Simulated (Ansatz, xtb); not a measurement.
# Relative energy of two isomers of C5H5N

We compare I, `N=C1C=CC=C1`, a singlet, with II, `C=CC(=C)C#N`, a singlet. Both are isolated molecules in the gas phase, relaxed with PBE-D3(BJ)/def2-SVP; the shapes shown needn't be the lowest conformers.

I (Å):

```xyz
11

C    -0.5395    0.7275    1.4273
C    -0.3487   -0.5375    0.6561
C    -0.0107   -0.1904   -0.6145
C     0.0339    1.2937   -0.7282
C    -0.2774    1.8448    0.4746
N    -0.8635    0.9071    2.6629
H    -0.9929   -0.0162    3.1194
H    -0.4686   -1.5452    1.0743
H     0.2014   -0.8779   -1.4455
H     0.2827    1.8322   -1.6529
H    -0.3402    2.9030    0.7532
```

II (Å):

```xyz
11

C    -0.6002    0.3262    2.5466
C    -0.6680    1.2296    1.5466
C    -0.3438    0.9572    0.1383
C    -0.4272    1.9024   -0.8380
C     0.0795   -0.3789   -0.2008
N     0.4207   -1.4746   -0.4455
H    -0.2848   -0.7133    2.3607
H    -0.8590    0.6032    3.5790
H    -0.9862    2.2651    1.7543
H    -0.7492    2.9252   -0.5900
H    -0.1793    1.6740   -1.8838
```

Energies in hartree; the thermal terms are from PBE-D3(BJ)/def2-SVP harmonic frequencies (ideal gas, rigid rotor, one conformer each, 298.15 K, 1 atm) and include the zero-point energy:

|  | I | II |
| --- | --- | --- |
| E, CCSD(T)/def2-SVP | −247.341119 | −247.346542 |
| E, MP2/def2-SVP | −247.262237 | −247.269061 |
| E, MP2/def2-TZVPP | −247.710975 | −247.715060 |
| zero-point energy | 0.084462 | 0.081730 |
| H(298 K) − E | 0.090270 | 0.088870 |
| G(298 K) − E | 0.056547 | 0.052153 |

**Question.** Correct the CCSD(T) difference for the basis set by the MP2 change, then work out ΔE, ΔE₀, ΔH and ΔG for I → II in kcal/mol (1 Eh = 627.51 kcal/mol) and the equilibrium ratio [II]/[I].

**Answer.** 1. Differences II − I: CCSD(T) −0.005423, MP2 in the small set −0.006824, MP2 in the large set −0.004085 Eh.
2. ΔE = −0.005423 + (−0.004085 − (−0.006824)) = −0.002684 Eh = −1.68 kcal/mol.
3. ΔE₀ = ΔE + ΔZPE = −0.002684 + (−0.002732) Eh = −3.40 kcal/mol.
4. ΔH = ΔE + (−0.001400) Eh = −2.56 kcal/mol.
5. ΔG = ΔE + (−0.004394) Eh = −4.44 kcal/mol, so ΔS = (ΔH − ΔG)/T = +26.4 J/(mol K).
6. kT = 0.9442 mEh, so K = [II]/[I] = exp(−ΔG/kT) = exp(+7.50) ≈ 1.8 × 10^3.

Structure II is favoured at this temperature. An error of 1 kcal/mol in ΔG would change K by a factor of 5.4. GFN2-xTB, HF/STO-3G, r2SCAN-D4/def2-SVP, PBE-D3(BJ)/def2-SVP gave ΔE the other sign. Mirror images and further conformers aren't counted.

As drawn, II has 1 C≡N, 1 C–H in place of 1 C=N, 1 C–C, 1 N–H. Structure I has a 5-membered ring, II no ring.

Other levels gave ΔE = +12.2 (GFN2-xTB); +0.7 (HF/STO-3G, GFN2-xTB geometries); +3.9 (r2SCAN-D4/def2-SVP, GFN2-xTB geometries); +4.9 (PBE-D3(BJ)/def2-SVP); −4.4 (HF/def2-SVP); −4.3 (MP2/def2-SVP); −3.4 (CCSD(T)/def2-SVP) kcal/mol. The correlated steps freeze 6 core orbitals. Programs: Ansatz 0.2.0, xtb 6.7.1.
